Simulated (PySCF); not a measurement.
Orbital picture of SF⁺

BHandHLYP at R = 1.507 Å; basis S def2-TZVPPD, F def2-TZVPPD; no relativity; PySCF 2.14. State: ³Σ⁻ (triplet), unpaired electrons π ↑↑. Only the outer orbitals are listed, counted within each symmetry.

```tsv
spin	orbital	occ.	ε (eV)	on S (%)	main shells (%)
α	5σ	1	-48.67	16	82 F s, 9 S s
α	6σ	1	-32.91	74	74 S s, 17 F p, 10 F s
α	2π	1	-26.05	18	82 F p, 16 S p
α	2π	1	-26.05	18	82 F p, 16 S p
α	7σ	1	-25.70	45	51 F p, 26 S p, 16 S s
α	3π	1	-19.45	86	85 S p, 14 F p
α	3π	1	-19.45	86	85 S p, 14 F p
α	8σ	0	-8.51	91	70 S p, 18 S d, 11 F p
β	5σ	1	-47.92	15	82 F s
β	6σ	1	-30.43	57	56 S s, 32 F p, 11 F s
β	2π	1	-24.48	12	88 F p, 9 S p
β	2π	1	-24.48	12	88 F p, 9 S p
β	7σ	1	-24.32	63	35 F p, 34 S s, 27 S p
β	3π	0	-11.73	92	92 S p
β	3π	0	-11.73	92	92 S p
β	8σ	0	-7.70	91	67 S p, 17 S d, 10 F p
```

Question: Which are the highest filled and the lowest empty level, where do they sit, and how wide is the gap?

Answer: Highest filled α 3π at -19.45 eV (in %: 85 S p, 14 F p); lowest empty β 3π at -11.73 eV (in %: 92 S p); the gap at BHandHLYP is 7.72 eV. Both belong to one degenerate shell, split only by its one-sided filling, so this is no excitation gap.

| Property | Result |
| --- | --- |
| bond order (Mayer) | 1.28 |
| ⟨S²⟩ | 2.010 |
| charge on S (Mulliken, basis-dependent) | 1.00 |
| charge on S (Löwdin, basis-dependent) | 1.35 |
| dipole moment (positive dipole points towards F; it is taken about the centre of mass and depends on that origin) | -2.44 D |

The state is the lowest determinant that a PBE0 search found; another state may lie lower at other levels.
